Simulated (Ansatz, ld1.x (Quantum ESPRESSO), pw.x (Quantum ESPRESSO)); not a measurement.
## Equation-of-state test of one PAW potential (W (Z = 74))

W (Z = 74), PAW, made with ld1.x (Quantum ESPRESSO) 7.5 (PBE, scalar-relativistic). Core [Xe] 4f14, reference 5d4 6s2 6p0. Waves: 6s (bound): rcut 1.95, rcutus 2.60 bohr; 6s channel at 4.9 Ry: rcut 1.95, rcutus 2.60 bohr; 6p (bound, empty): rcut 2.40, rcutus 3.05 bohr; 6p channel at 0.55 Ry: rcut 2.40, rcutus 3.05 bohr; 5d (bound): rcut 2.25, rcutus 2.90 bohr; 5d channel at 2.44 Ry: rcut 2.25, rcutus 2.90 bohr. Local part: all-electron potential smoothed inside 2.05 bohr (lloc = -2). Core correction: none. Augmentation charge: BESSEL, radius 1.70 bohr.

Crystal test: bcc W in pw.x 7.5, no spin, 14³ k-points, Fermi–Dirac smearing 0.01 Ry, cutoffs 40/320 Ry. The reference is all-electron LAPW (Ansatz 0.2.0) with the same functional, mesh and smearing; V0 and B0 come from Birch–Murnaghan fits to the pressures at five volumes. Errors are pseudo minus all-electron; Δ is the rms difference of the E(V) curves that follow from these fits, minima aligned, over ±6 % about the mean V0. Mesh and smearing are coarse, so the numbers serve the comparison and aren't converged zero-temperature values; the lattice is a test structure that the element need not adopt.

| V (Å³/atom) | P all-electron (GPa) | P pseudo (GPa) |
| --- | --- | --- |
| 15.323 | 17.51 | 18.16 |
| 15.727 | 8.35 | 8.93 |
| 16.130 | 0.30 | 0.85 |
| 16.533 | -6.79 | -6.24 |
| 16.936 | -13.02 | -12.57 |

All-electron: a0 = 3.184 Å (V0 = 16.15 Å³/atom), B0 = 300.6 GPa.

Pseudopotential: mean pressure error (GPa): +0.55; a0 (Å): 3.186; a0 error (%): +0.06; B0 error (%): -0.1; Δ (meV/atom): 1.9. The largest radius (3.05 bohr) exceeds half the bond length (2.60 bohr), so the spheres overlap, which is one possible source of error among others.

Problem. At the middle volume, how do free energy and pressure move when the wave cutoff is lowered (ecutrho held at 320 Ry)?

Solution.

| cutoff (Ry) | shift of F (meV/atom) | shift of P (GPa) |
| --- | --- | --- |
| 18 | +10.3 | -0.18 |
| 24 | +3.8 | +0.01 |
| 32 | +1.2 | -0.01 |

The run at the middle volume (104 k-points, 11 iterations) took about 12 s on one core of a shared host (Intel(R) Xeon(R) Platinum 8488C, 192 threads, 1488 GiB, load 105).
